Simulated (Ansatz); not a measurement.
## MgPd (Pm-3m)

Level of theory: DFT r2SCAN, scalar-relativistic, plane waves, PAW in Ansatz.

Cutoff 500 eV; k points 14×14×14 on the computed 2-atom cell (Γ-centred); Gaussian smearing, width 0.10 eV; no spin polarisation.

The structure is relaxed at this level of theory with its symmetry kept. Whether it is the stable form of this composition wasn't checked.

It takes space group Pm-3m (No. 221, cubic). Conventional cell: a = 3.153 Å, b = 3.153 Å, c = 3.153 Å, α = 90.00°, β = 90.00°, γ = 90.00°. Around Mg (site symmetry m-3m) lie 8 Pd at 2.73 Å. Around Pd (site symmetry m-3m) lie 8 Mg at 2.73 Å.

```json
{"Volume per atom": "15.68 Å³", "Formation energy from the elements' standard states (uncorrected)": "-0.720 eV/atom", "Generalised Kohn–Sham band gap": "none (metal)", "Density of states at the Fermi level": "0.82 states/eV per cell", "Bulk modulus": "104 GPa", "Its pressure derivative": "4.7", "Bader charges (e)": "Mg (1 in the cell) 1.58, Pd (1 in the cell) -1.58"}
```

Cost: 6 runs of about 1.4 core-minutes in all, on Arm Neoverse V2 (shared hosts).